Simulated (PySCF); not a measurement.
Compound: C4H9O (doublet state).
SMILES with atom numbers: `[CH3:1][CH:2][O:3][CH2:4][CH3:5]` (hydrogens: H6, H7, H8 on C1; H9 on C2; H10, H11 on C4; H12, H13, H14 on C5)

Cartesian coordinates in Å at the PBE0-D3(BJ)/def2-SVP level; atoms count from 1:
```
atom  x, y, z in Å
C1     2.3704    0.1447   -0.0569
C2     0.9432    0.4597    0.1764
O3     0.1970   -0.5663    0.6503
C4    -1.1691   -0.2937    0.8575
C5    -1.9551   -0.2437   -0.4365
H6     2.9184   -0.0670    0.8840
H7     2.8744    0.9855   -0.5548
H8     2.4743   -0.7492   -0.6933
H9     0.6301    1.4671    0.4907
H10   -1.5416   -1.0998    1.5077
H11   -1.2784    0.6574    1.4152
H12   -1.8570   -1.1933   -0.9835
H13   -1.5858    0.5638   -1.0865
H14   -3.0223   -0.0661   -0.2347
```

The hyperfine couplings belong to this conformer and change with its torsions.

Level of theory: UKS B3LYP, IGLO-III on C O, pcH-1 on H, non-relativistic, mean-field spin-orbit, GIAO in PySCF. Isolated species at its PBE0-D3(BJ)/def2-SVP geometry (one conformer only). The SCF solution wasn't tested for stability.

Q: Where do the isotropic ENDOR lines of H6/H7/H8, H9 and H10/H11 fall at 1215.9 mT, to first order?

A: For S = 1/2 in fast tumbling each set of equivalent nuclei gives two lines, ν± = |νn ± a/2| to first order, with νn = g_N μN B/h and μN/h = 7.62259 MHz/T.

```json
{"nuclei": "H6/H7/H8", "isotope": "1H", "g_N": "5.5857", "νn (MHz)": "51.77", "a_iso (MHz)": "63.55", "lower line (MHz)": "20.00", "upper line (MHz)": "83.54"}
{"nuclei": "H9", "isotope": "1H", "g_N": "5.5857", "νn (MHz)": "51.77", "a_iso (MHz)": "-22.75", "lower line (MHz)": "40.39", "upper line (MHz)": "63.15"}
{"nuclei": "H10/H11", "isotope": "1H", "g_N": "5.5857", "νn (MHz)": "51.77", "a_iso (MHz)": "2.73", "lower line (MHz)": "50.41", "upper line (MHz)": "53.13"}
```

Q: Which pairs are centred on the nuclear Larmor frequency, and which on half the coupling?

A: Centred on νn, since |a| < 2νn: H6/H7/H8, H9 and H10/H11. No pair has |a| > 2νn.

Class means assume fast exchange of nuclei equivalent by connectivity; if that motion is slow, each nucleus keeps its own coupling. The three 1H nuclei of mean +63.5 MHz run from 12.0 to 129.1 MHz in the frozen geometry.
